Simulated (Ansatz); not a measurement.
## Worked example: correlation energy of Al2⁺, doublet

Geometry: that of the Al2, triplet, kept fixed.

```
atom   x (Å)   y (Å)   z (Å)
  Al  0.0000  0.0000  0.0000
  Al  0.0000  0.0000  2.4788
```

Basis cc-pVTZ; Ansatz 0.2.0. Correlated methods freeze the noble-gas cores, which leaves 5 electrons in 58 orbitals. Prefix R: restricted or restricted open-shell reference; prefix U: unrestricted.

Full CI is exact within this basis and frozen core; it isn't the basis-set limit. The frozen core follows each run's orbitals, which can shift R against U totals by a few meV.

The cluster runs stand on a determinant 0.18 eV above the lowest UHF solution, chosen by trial CCSD; the correlation energy below is counted from it.

Runs differ by some tens of microhartree through their thresholds and, for an open shell, their frozen cores, so steps under 0.1 kcal/mol mean nothing.

```json
{"level": "UHF determinant under the cluster runs", "total energy (hartree)": "-483.553595"}
{"level": "UMP2", "total energy (hartree)": "-483.637485"}
{"level": "UCCSD", "total energy (hartree)": "-483.661893"}
{"level": "UCCSD(T)", "total energy (hartree)": "-483.667704"}
{"level": "UCCSDT", "total energy (hartree)": "-483.669314"}
{"level": "UCCSDT(Q)", "total energy (hartree)": "-483.669638"}
{"level": "full CI", "total energy (hartree)": "-483.669679"}
```

What is the correlation energy at full CI, and what share of it do UMP2 and UCCSD recover?

E(corr) = -483.669679 − (-483.553595) = -0.116084 hartree = -3.159 eV. UMP2: -0.083890 / -0.116084 = 72.27 %. UCCSD: -0.108298 / -0.116084 = 93.29 %.

By how many kcal/mol does UCCSD(T) miss full CI (1 hartree = 627.509 kcal/mol), and which steps make up the rest?

-483.667704 − (-483.669679) = 0.001975 hartree = 1.24 kcal/mol. Steps: UCCSDT − UCCSD(T) = -1.01, UCCSDT(Q) − UCCSDT = -0.20, full CI − UCCSDT(Q) = -0.03 kcal/mol. With more than one leading determinant such errors change with state and geometry, and needn't cancel in differences.
